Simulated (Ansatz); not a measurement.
The inner images of a band of BH3O + H2 (7 atoms, charge 0, multiplicity 1) are given out of order.

These are results of RKS PBE-D4/def2-SVPD in Ansatz 0.2.0, not measurements.

First end point:

```xyz
7
Properties=species:S:1:pos:R:3
B -0.075 -0.404 0.238
O -0.103 -0.871 1.515
H -1.001 -0.934 1.884
H 1.017 -0.310 -0.282
H -1.107 -0.114 -0.338
H -0.048 2.568 0.492
H 0.530 2.345 0.947
```

Last end point:

```xyz
7
Properties=species:S:1:pos:R:3
B -0.143 0.374 -0.083
O 0.033 -0.051 1.560
H -0.826 0.075 2.006
H 0.989 0.204 -0.505
H -0.980 -0.433 -0.458
H -0.519 1.540 -0.039
H 0.659 0.572 1.975
```

Task: Put them in order from the first end to the last, with their energies above the first end.
A.
```xyz
7
Properties=species:S:1:pos:R:3
B -0.051 -0.272 0.216
O -0.046 -0.675 1.517
H -0.930 -0.695 1.922
H 1.024 -0.223 -0.343
H -1.095 -0.019 -0.357
H 0.052 2.222 0.408
H 0.258 1.943 1.092
```
B.
```xyz
7
Properties=species:S:1:pos:R:3
B -0.086 0.376 -0.085
O 0.089 0.003 1.584
H -0.794 -0.223 1.931
H 0.978 0.016 -0.557
H -1.060 -0.300 -0.385
H -0.278 1.586 -0.067
H 0.364 0.822 2.035
```
C.
```xyz
7
Properties=species:S:1:pos:R:3
B -0.022 -0.066 0.232
O -0.004 -0.474 1.561
H -0.892 -0.489 1.954
H 1.034 -0.070 -0.369
H -1.072 0.049 -0.378
H 0.075 1.828 0.375
H 0.093 1.503 1.081
```
D.
```xyz
7
Properties=species:S:1:pos:R:3
B -0.016 0.339 -0.044
O 0.083 -0.006 1.652
H -0.772 -0.364 1.957
H 1.013 -0.100 -0.511
H -1.081 -0.133 -0.400
H -0.032 1.570 0.086
H 0.016 0.975 1.715
```
E.
```xyz
7
Properties=species:S:1:pos:R:3
B 0.000 0.226 0.116
O 0.033 -0.143 1.671
H -0.867 -0.368 1.964
H 1.040 -0.064 -0.431
H -1.068 0.005 -0.414
H 0.051 1.559 0.314
H 0.023 1.066 1.236
```

Result: A (+0.04 eV), C (+0.36 eV), E (+1.33 eV), D (+0.75 eV), B (+0.59 eV).

Run time: 66 s on 1 thread of Arm Neoverse V2, on a shared host, peak memory 0.12 GiB.
